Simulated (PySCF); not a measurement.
Basis-set dependence of C₂ at MP2

PySCF, UHF reference; triplet, unpaired electrons σ ↑, π ↑; De to C + C without counterpoise correction. Frozen cores follow the default of each basis and core potential.

| basis | relativity | functions | Re (Å) | ωe (cm⁻¹) | De (eV) | frozen orbitals |
| --- | --- | --- | --- | --- | --- | --- |
| 3-21G | no relativity | 18 | 1.341 | 1562 | 5.22 | 2 |
| 6-311G(d,p) | no relativity | 36 | 1.324 | 1649 | 5.98 | 2 |
| aug-cc-pVDZ | no relativity | 46 | 1.336 | 1638 | 5.90 | 2 |
| def2-TZVPP | no relativity | 62 | 1.316 | 1660 | 6.27 | 2 |
| def2-TZVPPD | no relativity | 74 | 1.316 | 1659 | 6.28 | 2 |

Problem. How does each smaller set differ from the one with most functions, def2-TZVPPD?

Solution. 3-21G: +2.5 pm, -5.8 % in ωe, -1.06 eV in De; 6-311G(d,p): +0.8 pm, -0.6 % in ωe, -0.30 eV in De; aug-cc-pVDZ: +2.0 pm, -1.3 % in ωe, -0.38 eV in De; def2-TZVPP: +0.0 pm, +0.1 % in ωe, -0.01 eV in De. All at MP2; the set with most functions is neither the basis-set limit nor always the best.

Correlated steps freeze 2 core orbitals. Correlated levels converge slowly with the basis: in double zeta they bind strong bonds too weakly, by up to about 1 eV, and carry superposition errors of some tenths. 3-21G is very small, so such numbers show the basis as much as the molecule. The state is the lowest determinant that a PBE0 search found; another state may lie lower at other levels.
